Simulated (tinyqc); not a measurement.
RHF in the sto-3g basis, for CH3+, spin multiplicity 1, step by step (part 2 of 2). Computed by tinyqc, a small Python program that keeps every step (integrals from PySCF). Command: `OMP_NUM_THREADS=1 python tinyqc.py 20307 20308 out.jsonl` (the two numbers bound the seeds that draw the settings). One thread of a shared host (Intel(R) Xeon(R) Processor @ 2.60GHz), about 0.08 s of CPU time with the checks.

Geometry (angstrom):
```
atom          x          y         z
C      0.000000   0.000000  0.053000
H      1.111000   0.000000  0.000000
H     -0.555000   0.962000  0.000000
H     -0.555000  -0.962000  0.000000
```

## Iteration 1: diagonalisation and new density

Fock matrix F (hartree), order 1C 1s, 1C 2s, 1C 2px, 1C 2py, 1C 2pz, 2H 1s, 3H 1s, 4H 1s:
```
[[-11.535136, -3.101713, 0.000000, 0.000000, -0.001812, -0.749028, -0.749689, -0.749689],
 [-3.101713, -1.894949, 0.000009, 0.000000, 0.023306, -0.885390, -0.885838, -0.885838],
 [0.000000, 0.000009, -0.779454, 0.000000, -0.000006, -0.611605, 0.305697, 0.305697],
 [0.000000, 0.000000, 0.000000, -0.779648, 0.000000, 0.000000, -0.529866, 0.529866],
 [-0.001812, 0.023306, -0.000006, 0.000000, -0.204444, 0.027994, 0.028011, 0.028011],
 [-0.749028, -0.885390, -0.611605, 0.000000, 0.027994, -0.783704, -0.268747, -0.268747],
 [-0.749689, -0.885838, 0.305697, -0.529866, 0.028011, -0.268747, -0.784045, -0.268715],
 [-0.749689, -0.885838, 0.305697, 0.529866, 0.028011, -0.268747, -0.268715, -0.784045]]
```

X, order 1C 1s, 1C 2s, 1C 2px, 1C 2py, 1C 2pz, 2H 1s, 3H 1s, 4H 1s:
```
[[1.028365, -0.165705, 0.000000, 0.000000, 0.001627, 0.025413, 0.025416, 0.025416],
 [-0.165705, 1.411334, -0.000070, 0.000000, -0.017344, -0.330340, -0.330605, -0.330605],
 [0.000000, -0.000070, 1.184702, 0.000000, 0.000004, -0.338545, 0.169281, 0.169281],
 [0.000000, 0.000000, 0.000000, 1.184980, 0.000000, 0.000000, -0.293454, 0.293454],
 [0.001627, -0.017344, 0.000004, 0.000000, 1.000777, 0.014850, 0.014865, 0.014865],
 [0.025413, -0.330340, -0.338545, 0.000000, 0.014850, 1.253358, -0.030800, -0.030800],
 [0.025416, -0.330605, 0.169281, -0.293454, 0.014865, -0.030800, 1.253655, -0.030852],
 [0.025416, -0.330605, 0.169281, 0.293454, 0.014865, -0.030800, -0.030852, 1.253655]]
```

Diagonalise F' = X^T F X, C = X C', fill 4 alpha and 4 beta electrons from the bottom; D = 2 C_occ C_occ^T. Each column has its largest component positive (the first on a tie).

F' = X^T F X (hartree):
```
[[-11.291457, -1.611846, -0.000019, 0.000000, -0.000754, -0.100709, -0.100924, -0.100924],
 [-1.611846, -0.841156, -0.000068, 0.000000, -0.002322, -0.441419, -0.441712, -0.441712],
 [-0.000019, -0.000068, -0.446705, 0.000000, 0.000000, -0.499017, 0.249467, 0.249467],
 [0.000000, 0.000000, 0.000000, -0.446505, 0.000000, 0.000000, -0.432412, 0.432412],
 [-0.000754, -0.002322, 0.000000, 0.000000, -0.203118, 0.019959, 0.019976, 0.019976],
 [-0.100709, -0.441419, -0.499017, 0.000000, 0.019959, -0.258876, -0.073028, -0.073028],
 [-0.100924, -0.441712, 0.249467, -0.432412, 0.019976, -0.073028, -0.258747, -0.073112],
 [-0.100924, -0.441712, 0.249467, 0.432412, 0.019976, -0.073028, -0.073112, -0.258747]]
```

orbital energies (hartree): [-11.541833, -1.235208, -0.941348, -0.941168, -0.204394, 0.240802, 0.308630, 0.309210]

coefficients C, order 1C 1s, 1C 2s, 1C 2px, 1C 2py, 1C 2pz, 2H 1s, 3H 1s, 4H 1s:
```
[[0.992437, -0.228150, 0.000000, 0.000005, -0.016889, -0.222855, 0.000430, 0.000000],
 [0.034142, 0.693202, 0.000000, 0.000037, 0.081419, 1.363457, -0.002849, 0.000000],
 [-0.000001, 0.000003, 0.000000, 0.660194, -0.000001, 0.002008, 1.067513, 0.000000],
 [0.000000, 0.000000, 0.660108, 0.000000, 0.000000, 0.000000, 0.000000, 1.068020],
 [-0.000322, -0.016635, 0.000000, 0.000005, 0.996816, -0.092746, 0.000187, 0.000000],
 [-0.006903, 0.203212, 0.000000, 0.396397, -0.026602, -0.737640, -1.026700, 0.000000],
 [-0.006906, 0.203323, 0.343230, -0.198138, -0.026602, -0.735066, 0.515478, -0.890667],
 [-0.006906, 0.203323, -0.343230, -0.198138, -0.026602, -0.735066, 0.515478, 0.890667]]
```

D after iteration 1, order 1C 1s, 1C 2s, 1C 2px, 1C 2py, 1C 2pz, 2H 1s, 3H 1s, 4H 1s:
```
[[2.073967, -0.248541, 0.000004, 0.000000, 0.006951, -0.106423, -0.106486, -0.106486],
 [-0.248541, 0.963389, 0.000053, 0.000000, -0.023085, 0.281293, 0.281401, 0.281401],
 [0.000004, 0.000053, 0.871712, 0.000000, 0.000006, 0.523399, -0.261618, -0.261618],
 [0.000000, 0.000000, 0.000000, 0.871485, 0.000000, 0.000000, 0.453137, -0.453137],
 [0.006951, -0.023085, 0.000006, 0.000000, 0.000554, -0.006753, -0.006762, -0.006762],
 [-0.106423, 0.281293, 0.523399, 0.000000, -0.006753, 0.396947, -0.074352, -0.074352],
 [-0.106486, 0.281401, -0.261618, 0.453137, -0.006762, -0.074352, 0.396906, -0.074320],
 [-0.106486, 0.281401, -0.261618, -0.453137, -0.006762, -0.074352, -0.074320, 0.396906]]
```

## Iteration 2: building the Fock matrix

core Hamiltonian H = T + V (hartree), order 1C 1s, 1C 2s, 1C 2px, 1C 2py, 1C 2pz, 2H 1s, 3H 1s, 4H 1s:
```
[[-19.189245, -4.632687, 0.000002, 0.000000, 0.002327, -1.112354, -1.113347, -1.113347],
 [-4.632687, -6.108780, -0.000008, 0.000000, 0.024026, -2.558105, -2.559496, -2.559496],
 [0.000002, -0.000008, -5.122111, 0.000000, -0.000003, -2.115878, 1.057726, 1.057726],
 [0.000000, 0.000000, 0.000000, -5.122328, 0.000000, 0.000000, -1.833436, 1.833436],
 [0.002327, 0.024026, -0.000003, 0.000000, -4.939767, 0.106548, 0.106623, 0.106623],
 [-1.112354, -2.558105, -2.115878, 0.000000, 0.106548, -3.814629, -0.697447, -0.697447],
 [-1.113347, -2.559496, 1.057726, -1.833436, 0.106623, -0.697447, -3.815479, -0.697361],
 [-1.113347, -2.559496, 1.057726, 1.833436, 0.106623, -0.697447, -0.697361, -3.815479]]
```

nuclear repulsion = 9.39093421 hartree

Given earlier and not repeated: Two-electron integrals (ij|kl) in chemists' order.

J_ij = sum D_kl (ij|kl), K_ij = sum D_kl (ik|jl); F = H + J - 0.5 K; E = tr D H + tr D J / 2 - 0.25 tr D K + E_nn.

Coulomb J (hartree), order 1C 1s, 1C 2s, 1C 2px, 1C 2py, 1C 2pz, 2H 1s, 3H 1s, 4H 1s:
```
[[11.187233, 2.148472, 0.000001, 0.000000, -0.003583, 0.513640, 0.514103, 0.514103],
 [2.148472, 4.994513, 0.000031, 0.000000, -0.024736, 2.086424, 2.087544, 2.087544],
 [0.000001, 0.000031, 5.046676, 0.000000, 0.000001, 1.890207, -0.944931, -0.944931],
 [0.000000, 0.000000, 0.000000, 5.046747, 0.000000, 0.000000, 1.637912, -1.637912],
 [-0.003583, -0.024736, 0.000001, 0.000000, 4.873412, -0.095799, -0.095869, -0.095869],
 [0.513640, 2.086424, 1.890207, 0.000000, -0.095799, 3.582984, 0.549773, 0.549773],
 [0.514103, 2.087544, -0.944931, 1.637912, -0.095869, 0.549773, 3.583651, 0.549677],
 [0.514103, 2.087544, -0.944931, -1.637912, -0.095869, 0.549773, 0.549677, 3.583651]]
```

exchange K (hartree), order 1C 1s, 1C 2s, 1C 2px, 1C 2py, 1C 2pz, 2H 1s, 3H 1s, 4H 1s:
```
[[7.168976, 1.235359, 0.000002, 0.000000, -0.000294, 0.305014, 0.305281, 0.305281],
 [1.235359, 1.642978, -0.000020, 0.000000, -0.043164, 0.847896, 0.848290, 0.848290],
 [0.000002, -0.000020, 1.412364, 0.000000, 0.000011, 0.787975, -0.393889, -0.393889],
 [0.000000, 0.000000, 0.000000, 1.412548, 0.000000, 0.000000, 0.682661, -0.682661],
 [-0.000294, -0.043164, 0.000011, 0.000000, 0.337416, -0.031527, -0.031552, -0.031552],
 [0.305014, 0.847896, 0.787975, 0.000000, -0.031527, 1.132148, 0.229951, 0.229951],
 [0.305281, 0.848290, -0.393889, 0.682661, -0.031552, 0.229951, 1.132536, 0.229891],
 [0.305281, 0.848290, -0.393889, -0.682661, -0.031552, 0.229951, 0.229891, 1.132536]]
```

Fock matrix F (hartree), order 1C 1s, 1C 2s, 1C 2px, 1C 2py, 1C 2pz, 2H 1s, 3H 1s, 4H 1s:
```
[[-11.586500, -3.101895, 0.000002, 0.000000, -0.001109, -0.751221, -0.751884, -0.751884],
 [-3.101895, -1.935755, 0.000033, 0.000000, 0.020872, -0.895629, -0.896096, -0.896096],
 [0.000002, 0.000033, -0.781617, 0.000000, -0.000007, -0.619659, 0.309740, 0.309740],
 [0.000000, 0.000000, 0.000000, -0.781856, 0.000000, 0.000000, -0.536855, 0.536855],
 [-0.001109, 0.020872, -0.000007, 0.000000, -0.235063, 0.026513, 0.026531, 0.026531],
 [-0.751221, -0.895629, -0.619659, 0.000000, 0.026513, -0.797719, -0.262650, -0.262650],
 [-0.751884, -0.896096, 0.309740, -0.536855, 0.026531, -0.262650, -0.798096, -0.262630],
 [-0.751884, -0.896096, 0.309740, 0.536855, 0.026531, -0.262650, -0.262630, -0.798096]]
```

total energy of this density = -38.77533153 hartree

## Iteration 2: diagonalisation and new density

As before.

F' = X^T F X (hartree):
```
[[-11.346921, -1.594314, -0.000020, 0.000000, -0.000004, -0.104677, -0.104893, -0.104893],
 [-1.594314, -0.896333, -0.000043, 0.000000, -0.003638, -0.441585, -0.441869, -0.441869],
 [-0.000020, -0.000043, -0.443497, 0.000000, -0.000001, -0.503052, 0.251488, 0.251488],
 [0.000000, 0.000000, 0.000000, -0.443350, 0.000000, 0.000000, -0.435897, 0.435897],
 [-0.000004, -0.003638, -0.000001, 0.000000, -0.233828, 0.018648, 0.018665, 0.018665],
 [-0.104677, -0.441585, -0.503052, 0.000000, 0.018648, -0.271678, -0.062795, -0.062795],
 [-0.104893, -0.441869, 0.251488, -0.435897, 0.018665, -0.062795, -0.271586, -0.062886],
 [-0.104893, -0.441869, 0.251488, 0.435897, 0.018665, -0.062795, -0.062886, -0.271586]]
```

orbital energies (hartree): [-11.592407, -1.266414, -0.953541, -0.953338, -0.235142, 0.219614, 0.300958, 0.301492]

coefficients C, order 1C 1s, 1C 2s, 1C 2px, 1C 2py, 1C 2pz, 2H 1s, 3H 1s, 4H 1s:
```
[[0.992924, -0.232306, 0.000000, -0.000013, -0.015345, -0.216410, 0.000271, 0.000000],
 [0.031780, 0.724321, 0.000000, 0.000099, 0.075931, 1.347563, -0.001910, 0.000000],
 [-0.000001, -0.000049, 0.000000, 0.648347, -0.000005, 0.001297, 1.074751, 0.000000],
 [0.000000, 0.000000, 0.648281, 0.000000, 0.000000, 0.000000, 0.000000, 1.075240],
 [-0.000331, -0.014248, 0.000000, 0.000005, 0.997042, -0.090693, 0.000125, 0.000000],
 [-0.006144, 0.186329, 0.000000, 0.407755, -0.026212, -0.741417, -1.022743, 0.000000],
 [-0.006147, 0.186471, 0.353038, -0.203801, -0.026216, -0.739887, 0.512767, -0.886825],
 [-0.006147, 0.186471, -0.353038, -0.203801, -0.026216, -0.739887, 0.512767, 0.886825]]
```

D after iteration 2, order 1C 1s, 1C 2s, 1C 2px, 1C 2py, 1C 2pz, 2H 1s, 3H 1s, 4H 1s:
```
[[2.079729, -0.273417, 0.000004, 0.000000, 0.005963, -0.098783, -0.098838, -0.098838],
 [-0.273417, 1.051302, 0.000057, 0.000000, -0.020661, 0.269614, 0.269699, 0.269699],
 [0.000004, 0.000057, 0.840708, 0.000000, 0.000008, 0.528715, -0.264285, -0.264285],
 [0.000000, 0.000000, 0.000000, 0.840538, 0.000000, 0.000000, 0.457736, -0.457736],
 [0.005963, -0.020661, 0.000008, 0.000000, 0.000406, -0.005302, -0.005312, -0.005312],
 [-0.098783, 0.269614, 0.528715, 0.000000, -0.005302, 0.402040, -0.096636, -0.096636],
 [-0.098838, 0.269699, -0.264285, 0.457736, -0.005312, -0.096636, 0.401959, -0.096584],
 [-0.098838, 0.269699, -0.264285, -0.457736, -0.005312, -0.096636, -0.096584, 0.401959]]
```

## Iteration 6 (converged): orbitals

converged F (hartree), order 1C 1s, 1C 2s, 1C 2px, 1C 2py, 1C 2pz, 2H 1s, 3H 1s, 4H 1s:
```
[[-11.586904, -3.100151, 0.000003, 0.000000, -0.000693, -0.750927, -0.751590, -0.751590],
 [-3.100151, -1.944843, 0.000038, 0.000000, 0.019720, -0.895878, -0.896349, -0.896349],
 [0.000003, 0.000038, -0.776592, 0.000000, -0.000008, -0.619484, 0.309658, 0.309658],
 [0.000000, 0.000000, 0.000000, -0.776846, 0.000000, 0.000000, -0.536708, 0.536708],
 [-0.000693, 0.019720, -0.000008, 0.000000, -0.237136, 0.025543, 0.025561, 0.025561],
 [-0.750927, -0.895878, -0.619484, 0.000000, 0.025543, -0.797452, -0.259426, -0.259426],
 [-0.751590, -0.896349, 0.309658, -0.536708, 0.025561, -0.259426, -0.797838, -0.259411],
 [-0.751590, -0.896349, 0.309658, 0.536708, 0.025561, -0.259426, -0.259411, -0.797838]]
```

As before.

F' = X^T F X (hartree):
```
[[-11.348124, -1.590093, -0.000020, 0.000000, 0.000503, -0.105159, -0.105375, -0.105375],
 [-1.590093, -0.912239, -0.000039, 0.000000, -0.004226, -0.440398, -0.440678, -0.440678],
 [-0.000020, -0.000039, -0.437161, 0.000000, -0.000002, -0.503488, 0.251708, 0.251708],
 [0.000000, 0.000000, 0.000000, -0.437030, 0.000000, 0.000000, -0.436274, 0.436274],
 [0.000503, -0.004226, -0.000002, 0.000000, -0.235947, 0.017927, 0.017944, 0.017944],
 [-0.105159, -0.440398, -0.503488, 0.000000, 0.017927, -0.272155, -0.059034, -0.059034],
 [-0.105375, -0.440678, 0.251708, -0.436274, 0.017944, -0.059034, -0.272072, -0.059129],
 [-0.105375, -0.440678, 0.251708, 0.436274, 0.017944, -0.059034, -0.059129, -0.272072]]
```

orbital energies (hartree): [-11.592714, -1.271431, -0.952062, -0.951850, -0.237273, 0.214877, 0.301565, 0.302088]

coefficients C, order 1C 1s, 1C 2s, 1C 2px, 1C 2py, 1C 2pz, 2H 1s, 3H 1s, 4H 1s:
```
[[0.992980, -0.233958, 0.000000, -0.000017, -0.014739, -0.214407, 0.000237, 0.000000],
 [0.031523, 0.735361, 0.000000, 0.000117, 0.073878, 1.341692, -0.001703, 0.000000],
 [-0.000001, -0.000060, 0.000000, 0.643799, -0.000007, 0.001139, 1.077481, 0.000000],
 [0.000000, 0.000000, 0.643742, 0.000000, 0.000000, 0.000000, 0.000000, 1.077964],
 [-0.000361, -0.012976, 0.000000, 0.000006, 0.997109, -0.090147, 0.000112, 0.000000],
 [-0.006075, 0.180272, 0.000000, 0.412076, -0.026258, -0.742761, -1.021118, 0.000000],
 [-0.006078, 0.180419, 0.356774, -0.205963, -0.026261, -0.741460, 0.511794, -0.885328],
 [-0.006078, 0.180419, -0.356774, -0.205963, -0.026261, -0.741460, 0.511794, 0.885328]]
```

D after iteration 6, order 1C 1s, 1C 2s, 1C 2px, 1C 2py, 1C 2pz, 2H 1s, 3H 1s, 4H 1s:
```
[[2.081490, -0.281484, 0.000004, 0.000000, 0.005355, -0.096431, -0.096484, -0.096484],
 [-0.281484, 1.083500, 0.000063, 0.000000, -0.019106, 0.264843, 0.264915, 0.264915],
 [0.000004, 0.000063, 0.828956, 0.000000, 0.000010, 0.530567, -0.265219, -0.265219],
 [0.000000, 0.000000, 0.000000, 0.828807, 0.000000, 0.000000, 0.459341, -0.459341],
 [0.005355, -0.019106, 0.000010, 0.000000, 0.000337, -0.004669, -0.004680, -0.004680],
 [-0.096431, 0.264843, 0.530567, 0.000000, -0.004669, 0.404683, -0.104622, -0.104622],
 [-0.096484, 0.264915, -0.265219, 0.459341, -0.004680, -0.104622, 0.404593, -0.104558],
 [-0.096484, 0.264915, -0.265219, -0.459341, -0.004680, -0.104622, -0.104558, 0.404593]]
```

## Convergence

Stop when the energy changes by less than 1e-08 hartree and every element of the error matrix X^T (F D S - S D F) X is below 3e-05.

Course of the cycle:
```
iteration   E (hartree)     change  largest element of the error matrix
1          -38.72383158          -                             3.39e-01
2          -38.77533153  -5.15e-02                             3.64e-02
3          -38.77813930  -2.81e-03                             9.93e-03
4          -38.77835338  -2.14e-04                             4.57e-04
5          -38.77835374  -3.65e-07                             2.27e-05
6          -38.77835375  -7.66e-10                             5.01e-06
```

PySCF RHF in the same basis = -38.77835375 hartree

Converged in 6 iterations.

## Populations, bond orders and dipole

overlap S, order 1C 1s, 1C 2s, 1C 2px, 1C 2py, 1C 2pz, 2H 1s, 3H 1s, 4H 1s:
```
[[1.000000, 0.248362, 0.000000, 0.000000, 0.000000, 0.059122, 0.059175, 0.059175],
 [0.248362, 1.000000, 0.000000, 0.000000, 0.000000, 0.478018, 0.478236, 0.478236],
 [0.000000, 0.000000, 1.000000, 0.000000, 0.000000, 0.459003, -0.229441, -0.229441],
 [0.000000, 0.000000, 0.000000, 1.000000, 0.000000, 0.000000, 0.397699, -0.397699],
 [0.000000, 0.000000, 0.000000, 0.000000, 1.000000, -0.021897, -0.021911, -0.021911],
 [0.059122, 0.478018, 0.459003, 0.000000, -0.021897, 1.000000, 0.134925, 0.134925],
 [0.059175, 0.478236, -0.229441, 0.397699, -0.021911, 0.134925, 1.000000, 0.134881],
 [0.059175, 0.478236, -0.229441, -0.397699, -0.021911, 0.134925, 0.134881, 1.000000]]
```

Mulliken: Z minus the diagonal of D S on the atom; Loewdin: the same with S^(1/2) D S^(1/2); Mayer order: 2 sum_s sum (D(s) S)_ij (D(s) S)_ji over the two atoms.

Charges (e):
```
atom  Mulliken   Loewdin
1C    0.222965  0.446480
2H    0.259016  0.184547
3H    0.259009  0.184486
4H    0.259009  0.184486
```

Mayer bond orders:
```
pair     order
2-1   0.924505
3-1   0.924507
3-2   0.004203
4-1   0.924507
4-2   0.004203
4-3   0.004205
```

dipole moment about the origin, x y z (debye): [0.001260, 0.000000, 0.173005]
